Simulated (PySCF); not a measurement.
Molecule: `C=P(C)(C)C`, C₄H₁₁P.

Numbering as in the mapped SMILES `[CH2:1]=[P:2]([CH3:3])([CH3:4])[CH3:5]`. Hydrogens are named by the atom that carries them.

Geometry PBE0-D3(BJ)/def2-SVP throughout; GIAO in PySCF 2.14.0 with density-fitted response routines, gas phase, one conformer, non-relativistic; equivalent atoms averaged; basis pcSseg-1.

Problem. How do the absolute shieldings σ depend on the functional? (ppm; last column core-seconds on 1 thread of an Arm Neoverse V2, shared host)

Solution. 
| functional | kind | C3/C4/C5 | C1 | P2 | H(C3)/H(C4)/H(C5) | H(C1) | core-s |
| --- | --- | --- | --- | --- | --- | --- | --- |
| WP04 | global hybrid | 152.1 | 180.9 | 313.4 | 30.41 | 32.07 | 10 |
| B97-2 | global hybrid | 163.1 | 193.2 | 349.8 | 30.18 | 31.85 | 9.9 |
| BHandHLYP | global hybrid | 163.5 | 195.0 | 344.8 | 30.30 | 32.01 | 9.6 |
| CAM-B3LYP | range-separated hybrid | 161.0 | 192.2 | 333.0 | 30.17 | 31.86 | 13 |
| wB97X-D | range-separated hybrid | 163.1 | 193.9 | 344.4 | 30.22 | 31.88 | 14 |
| LC-wPBE | range-separated hybrid | 167.7 | 198.3 | 353.5 | 30.20 | 31.90 | 19 |

Problem. Which nucleus moves most, in ppm?

Solution. P2 (phosphorus bonded to 4 C): from 313.4 ppm with WP04 to 353.5 ppm with LC-wPBE. The smallest spread is 0.22 ppm, at H(C1). Proton shifts span only some 12 ppm, so a few tenths of a ppm matter as much there as several ppm in carbon.
